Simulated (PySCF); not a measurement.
Species: C3H3FO2.
SMILES: `O=CO/C=C\F`

Computed with EOM-IP-CCSD/aug-cc-pVDZ in PySCF, restricted Hartree–Fock reference, 6 core orbitals frozen, non-relativistic, gas phase, PBE0-D3(BJ)/def2-SVP geometry.

The vertical ionisation energies are 9.81, 11.37, 13.20, 13.63, 14.07, 16.10, 16.38, 16.80 eV.

Question: Which Hartree–Fock orbital leads each hole, and what is its Koopmans value −ε?

Answer: 
```tsv
leading hole (HF orbital)	Koopmans (eV)	EOM-IP-CCSD (eV)	change (eV)	one-hole share
HOMO	10.18	9.81	-0.37	0.96
HOMO-1	13.22	11.37	-1.85	0.94
HOMO-2	14.39	13.20	-1.19	0.94
HOMO-3	15.50	13.63	-1.87	0.95
HOMO-4	16.01	14.07	-1.94	0.95
HOMO-5	18.22	16.10	-2.12	0.92
HOMO-6	18.26	16.38	-1.88	0.94
HOMO-7	19.34	16.80	-2.54	0.92
```

Question: Does the order of the lines follow the orbital energies?

Answer: Yes, no two lines change places. The corrections run from -2.54 to -0.37 eV, with a mean of -1.72 eV over the 8 lines; no line lies above its Koopmans value.

Question: At what kinetic energies would He I light (21.22 eV) eject these electrons?

Answer: 11.41 eV (HOMO), 9.85 eV (HOMO-1), 8.02 eV (HOMO-2), 7.59 eV (HOMO-3), 7.15 eV (HOMO-4), 5.12 eV (HOMO-5), 4.84 eV (HOMO-6), 4.42 eV (HOMO-7).

Question: What total energy has the lowest final state, and which wavelength reaches it?

Answer: E(CCSD) + ionisation energy = -365.53943 + 0.36055 = -365.17888 Eh, at the geometry of the initial state. The threshold wavelength is 1239.84 eV nm/9.81 eV = 126.4 nm.

One root was sought for each valence orbital with −ε under 21 eV, eight at most, so deeper holes and satellites are missing; no vibrational structure.

The values belong to the conformer `[O:1]=[CH:2][O:3]/[CH:4]=[CH:5]\[F:6]`: O1–C2–O3–C4 0°, C2–O3–C4–C5 -179°.
